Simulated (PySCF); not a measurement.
PySCF input:

```python
from pyscf import gto, scf, dft

mol = gto.M(
    atom='''
    C    -0.00304570   -0.15641480    2.06744886
    C    -0.00102067   -0.05592749    0.70608771
    C     0.00080695    0.03228757   -0.51321328
    C     0.00285697    0.15186452   -1.95874397
    H    -0.93121596   -0.20490266    2.62122401
    H     0.92347531   -0.19046764    2.62504838
    H    -0.00468476    1.20230164   -2.26611604
    H     0.89181721   -0.31201186   -2.39299250
    H    -0.87697708   -0.32577834   -2.39663976
    ''',
    basis='def2-tzvpd',
    charge=0,
    spin=1,
    verbose=4,
)

mf = dft.UKS(mol, xc='m062x').density_fit(auxbasis='def2-universal-jkfit')
mf.grids.level = 4
mf.conv_tol = 1e-9
mf.max_cycle = 100
mf.max_memory = 1500
mf.kernel()
if not mf.converged:
    mf = mf.newton()
    mf.kernel(mf.make_rdm1())
for _ in range(2):
    mo, _, stable, _ = mf.stability(return_status=True)
    if stable:
        break
    mf.kernel(mf.make_rdm1(mo, mf.mo_occ))
mf.analyze()
```

Task: What final total energy does it print?

Result: -155.30433 Eh (M06-2X/def2-TZVPD).

It need not be the lowest isomer of its formula.
